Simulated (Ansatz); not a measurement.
# CCSD(T)/3-21G run of [BH4]− (borohydride)

Aim: the energy change on altering one bond length of [BH4]− (borohydride) at CCSD(T)/3-21G, from 2 runs. 

The results are computed with Ansatz 0.2.0.

5 further runs of the same task are left out: 4 that didn't finish, 1 set aside as unsound or not needed.

## Step 1: The molecule

[BH4]− has 5 atoms, charge -1, and is taken as a singlet. As SMILES, `[BH4-]`. The coordinates come from a GFN2-xTB relaxation.

Bond lengths: B1–H2 1.228 Å, B1–H3 1.229 Å, B1–H4 1.229 Å, B1–H5 1.229 Å. Angles: H2–B1–H3 109.5°, H2–B1–H4 109.5°, H2–B1–H5 109.5°, H3–B1–H4 109.5°, H3–B1–H5 109.4°, H4–B1–H5 109.5°.

## Step 2: A single-point energy at CCSD(T)/3-21G

job.yaml

```yaml
crystal:
  periodic: [false, false, false]
  atoms:
    - {symbol: B, position_ang: [0.000100, 0.000170, -0.000110]}
    - {symbol: H, position_ang: [0.683660, 0.997010, 0.217690]}
    - {symbol: H, position_ang: [0.726340, -0.988490, -0.067070]}
    - {symbol: H, position_ang: [-0.600410, 0.139700, -1.063360]}
    - {symbol: H, position_ang: [-0.809690, -0.148380, 0.912850]}
basis:
  gaussian:
    orbitals: 3-21G.json
scf:
  omitted_lower_state_checks: [cluster_reference, increment]
correlation:
  method: ccsd_t
  frozen_orbitals: {B: 1, H: 0}
total_charge: -1
accuracy: high
```

The basis set 3-21G is read from a file made from the Basis Set Exchange's data (not shown).

Command:

```sh
$ ansatz run job.yaml --threads 1 --pin off --max-ram 2610MiB --events-out events.jsonl --progress --plain --runs-dir runs
```

Standard output, shortened:

```text
Warning: RAYON_NUM_THREADS=1 ignored (pool sized by the plan → 1); use --threads N
Functional definition: HF
  name "HF"
[...]
342 factors; integrals over basis functions are off by at most 3.9e-9 eV
[...]
mean field -729.61134368 eV, -26.8127223320 hartree, gradient 6.1e-8 eV, S^2 0.000000; 0 other end points of the search recorded, 0 dependent functions left out
1 core orbitals not correlated: weight in the atoms' cores, before any rotation towards them, 1.000 or more for the frozen orbitals, at most 0.000 for the correlated occupied ones
reference -729.61134368 eV, -26.8127223320 hartree; 4, 4 occupied and 12, 12 virtual orbitals, 342 factors
second order -2.06834303 eV of doubles, -0.00000000 eV of singles
cycle   1  -2.46093472 eV  change   -3.9e-1 eV  update   4.6e-2
[...]
cycle  16  -2.62787308 eV  change  -9.6e-11 eV  update  8.7e-10
perturbative correction -0.03941577 eV, -0.0014485027 hartree
Total energy: -732.27863253 eV, -26.9107433893 hartree
Checks for a lower state left out: cluster_reference, increment
```

Run time: 0.18 s. Hardware: 1 thread of Intel Xeon Platinum 8259CL at 2.50GHz (Skylake/Cascade Lake), shared host.

## Step 3: The distorted shape, same level

in.yaml

```yaml
crystal:
  periodic: [false, false, false]
  atoms:
    - {symbol: B, position_ang: [-0.170789, -0.249038, -0.054560]}
    - {symbol: H, position_ang: [0.683660, 0.997010, 0.217690]}
    - {symbol: H, position_ang: [0.555451, -1.237698, -0.121520]}
    - {symbol: H, position_ang: [-0.771299, -0.109508, -1.117810]}
    - {symbol: H, position_ang: [-0.980579, -0.397588, 0.858400]}
basis:
  gaussian:
    orbitals: 3-21G.json
correlation:
  method: ccsd_t
  frozen_orbitals: {B: 1, H: 0}
total_charge: -1
accuracy: high
scf:
  omitted_lower_state_checks: [cluster_reference, increment]
```

The basis set 3-21G is read from a file made from the Basis Set Exchange's data (not shown).

Command:

```sh
$ ansatz run in.yaml --threads 1 --pin off --max-ram 2610MiB --events-out events.jsonl --progress --plain --runs-dir runs
```

Standard output, shortened:

```text
Warning: RAYON_NUM_THREADS=1 ignored (pool sized by the plan → 1); use --threads N
[... 2 set-up lines as earlier in the session ...]
[...]
342 factors; integrals over basis functions are off by at most 1.0e-8 eV
[...]
mean field -729.11549753 eV, -26.7945003221 hartree, gradient 9.5e-8 eV, S^2 0.000000; 0 other end points of the search recorded, 0 dependent functions left out
1 core orbitals not correlated: weight in the atoms' cores, before any rotation towards them, 1.000 or more for the frozen orbitals, at most 0.000 for the correlated occupied ones
reference -729.11549753 eV, -26.7945003221 hartree; 4, 4 occupied and 12, 12 virtual orbitals, 342 factors
second order -2.07585491 eV of doubles, -0.00000000 eV of singles
cycle   1  -2.48337465 eV  change   -4.1e-1 eV  update   5.2e-2
[...]
cycle  16  -2.68245419 eV  change   8.8e-10 eV  update  9.2e-10
perturbative correction -0.04623139 eV, -0.0016989721 hartree
Total energy: -731.84418312 eV, -26.8947776677 hartree
Checks for a lower state left out: cluster_reference, increment
```

Wall time 0.18 s (1 thread of Intel Xeon Platinum 8259CL at 2.50GHz (Skylake/Cascade Lake), shared host).

## Step 4: Results

At CCSD(T)/3-21G, 1 core orbital frozen:

| quantity | value |
| --- | --- |
| first shape: total energy | -26.91074 Eh |
| first shape: correlation energy (1 core orbital frozen) | -98.0 mEh |
| first shape: (T) correction | -1.45 mEh |
| first shape: T1 diagnostic | 0.008 |
| distorted shape: total energy | -26.89478 Eh |
| distorted shape: correlation energy (1 core orbital frozen) | -100.3 mEh |
| distorted shape: (T) correction | -1.70 mEh |
| distorted shape: T1 diagnostic | 0.010 |
| energy change with the B1–H2 bond stretched from 1.228 to 1.535 Å | 0.434 eV |

With the B1–H2 bond stretched from 1.228 to 1.535 Å the energy rises by 0.43 eV (41.9 kJ/mol). The first shape isn't relaxed at this level, so the change isn't measured from a minimum. The triples (first shape) make up 1.5 % of the correlation energy. The triples (distorted shape) make up 1.7 % of the correlation energy.
